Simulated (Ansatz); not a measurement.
## Structural energy differences of bismuth

Computed with DFT, r2SCAN, plane waves (500 eV) with PAW, scalar-relativistic in Ansatz. (PAW data from PBE, frozen cores regenerated.)

Each structure is relaxed within its own symmetry, so a high-lying one may be dynamically unstable.

```csv
structure,ΔE (meV/atom),V (Å³/atom),cell,magnetic state
A7 rhombohedral,0,36.65,"a = 4.535 Å, c = 12.350 Å (c/a = 2.724)",spin not included
simple cubic,73,34.40,a = 3.252 Å,spin not included
bcc,233,31.22,a = 3.967 Å,spin not included
omega (AlB2-type),244,31.53,"a = 5.707 Å, c = 3.354 Å (c/a = 0.588)",spin not included
diamond,244,47.37,a = 7.237 Å,spin not included
hcp,255,31.17,"a = 3.524 Å, c = 5.798 Å (c/a = 1.645)",spin not included
dhcp,274,31.28,"a = 3.506 Å, c = 11.754 Å (c/a = 3.353)",spin not included
fcc,308,31.40,a = 5.008 Å,spin not included
A15,384,32.09,a = 6.355 Å,spin not included
```

ΔE counts from A7 rhombohedral.

Differences under about 8 meV lie within the error of the k-point mesh.
